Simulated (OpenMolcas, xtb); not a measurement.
# Si2H6O (disilanol): the HOMO–LUMO gap, rung by rung

Si2H6O: 9 atoms, total charge 0, spin state singlet. As SMILES, `O[SiH2][SiH3]`. The shape is that of a PBE0-D4/def2-TZVP optimisation. This is one conformer, not always the lowest.

Quantity: the HOMO–LUMO gap, in eV. The values are calculated.

| level | kind | program | value (eV) | CPU time |
| --- | --- | --- | --- | --- |
| GFN0-xTB | semi-empirical | xtb | 3.42 | under 2 s |
| HF/def2-SVPD | Hartree–Fock | OpenMolcas | 12.85 | 20 s |
| SVWN5/def2-SVPD | LDA | OpenMolcas | 5.25 | 46 s |
| PBE/def2-SVPD | GGA | OpenMolcas | 5.35 | 59 s |
| M06-L/def2-SVPD | meta-GGA | OpenMolcas | 6.08 | 73 s |
| B3LYP/def2-SVPD | global hybrid | OpenMolcas | 6.98 | 60 s |
| B2PLYP/def2-SVPD | double hybrid | OpenMolcas | 9.49 | 41 s |

The values span 3.42 to 12.85 eV. Orbital gaps aren't excitation energies, and those of double hybrids come from the SCF part alone; they tend to grow with the share of exact exchange. CPU times are rough (shared hosts, several kinds of processor): they show what a rung costs within a factor of a few.
